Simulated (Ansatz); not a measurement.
**CH₂S (triplet): the correlation ladder, def2-TZVPP**

An exercise on one series of results from a longer session: the logs are not shown, and one member is left open.

Program: Ansatz 0.2.0, Gaussian basis. Level of theory: def2-TZVPP, core rule «outside noble gas», up to 6 orbitals frozen. These are calculated values, not measurements.

The runs, in order: UHF; ROHF; CCSD(T) on UHF.

2 further runs of the same task are left out: 2 set aside as unsound or not needed.

## What is computed

The geometry is a PBE0/def2-TZVP stationary point (not a proven minimum) of the parent state, kept for this charge and spin.

4 atoms, charge 0, spin multiplicity 3.

Atoms are counted from 1 here; the program's logs count them from 0.

Bond lengths: C1–S2 1.599 Å, C1–H3 1.090 Å, C1–H4 1.090 Å. Angles: S2–C1–H3 122.2°, S2–C1–H4 122.2°, H3–C1–H4 115.6°.

Geometry (Å):

```
C     0.0000    0.0000    1.0872
S     0.0000    0.0000   -0.5121
H     0.0000   -0.9230    1.6679
H     0.0000    0.9230    1.6679
```

Set-up of the first run:

in.yaml

```yaml
crystal:
  periodic: [false, false, false]
  atoms:
    - {symbol: C, position_ang: [0.000000, 0.000000, 1.087180]}
    - {symbol: S, position_ang: [0.000000, 0.000000, -0.512087]}
    - {symbol: H, position_ang: [0.000000, -0.922950, 1.667891]}
    - {symbol: H, position_ang: [0.000000, 0.922950, 1.667891]}
basis:
  gaussian: {orbitals: def2-TZVPP}
magnetization: {spin_polarized: true, initial_magnetization: 2}
hamiltonian: {xc: hf}
output: {orbitals: {seedname: orbitals}}
```

The run is started by

```
$ ansatz run in.yaml --threads 1 --pin off --events-out ev --progress --plain --max-ram 2816MiB --backend cpu
```

Steps of the session up to this table: UHF; ROHF; CCSD(T) on UHF.

One table of the session follows, with a row left open; its other results are not shown here.

It belongs to the step «Misses and costs». 

| method | from UCCSD(T) (meV) |
| --- | --- |
| ROHF | +9664.0 |
| UHF | +9378.9 |
| UMP2 | +1297.1 |
| UCCSD | ? |
| UCCSD(T) | 0 |

Estimate the missing values for UCCSD.

**Answer.** from UCCSD(T) (meV): +380.4. In the column «from UCCSD(T) (meV)» it lies between UCCSD(T) (0) and UMP2 (+1297.1).
